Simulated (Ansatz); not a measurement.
Species: CH2F2, SMILES `FCF` (charge 0, multiplicity 1).

Q: Give a relaxed geometry from B3LYP-D3(BJ)/def2-TZVP (Ansatz, an electronic-structure program).

A: the end point of this relaxation (outside a Z-matrix the atoms follow the SMILES, hydrogens last).
Cartesian coordinates (Å) in one orientation:
```xyz
5

F      1.155     0.622    -0.123
C     -0.006    -0.078     0.004
F     -1.042     0.805     0.044
H      0.019    -0.630     0.945
H     -0.126    -0.719    -0.871
```
